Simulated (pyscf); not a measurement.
HS–GaH₂ (SMILES [SH][GaH2]) + HCl (SMILES Cl) -> HS–GaH–Cl (SMILES [SH][GaH][Cl]) + H₂ (SMILES [H][H]) (four-centre exchange; singlet surface; Ga–H, Cl–H broken, Cl–Ga, H–H formed). PySCF, gas phase, ωB97X-D3(BJ)/def2-SVP geometries. Energies in kcal/mol from the separated reactants.

```json
[
 {"level": "ωB97X-D3(BJ)/def2-TZVP", "barrier": "6.6", "reaction energy": "-27.4"},
 {"level": "PBE/def2-TZVP", "barrier": "3.5", "reaction energy": "-24.3"},
 {"level": "B3LYP-D3(BJ)/def2-TZVP", "barrier": "7.1", "reaction energy": "-25.5"},
 {"level": "M06-2X/def2-TZVP", "barrier": "5.8", "reaction energy": "-29.4"},
 {"level": "ωB97M-D3(BJ)/def2-TZVP", "barrier": "[?]", "reaction energy": "[?]"},
 {"level": "HF/def2-TZVP", "barrier": "[?]", "reaction energy": "-24.3"}
]
```

Task: Complete the blanks.

Result: 
- ωB97M-D3(BJ)/def2-TZVP, barrier: 9.3
- ωB97M-D3(BJ)/def2-TZVP, reaction energy: -24.2
- HF/def2-TZVP, barrier: 22.5

The functionals in the table span 5.8 kcal/mol in this barrier, from PBE to ωB97M-D3(BJ)/def2-TZVP. On the reactant side the descent ends in a complex, 5.4 kcal/mol under the separated species and 12.0 kcal/mol under the saddle at ωB97X-D3(BJ)/def2-TZVP. The same reactants have a lower exit, to H₂S + Cl–GaH₂ (barrier -1.6 kcal/mol at ωB97M-D3(BJ)/def2-TZVP, against +9.3 kcal/mol here). This is the saddle that the search found; another between the same sides may lie lower. Elements up to Kr have no core potential and no relativistic terms here.
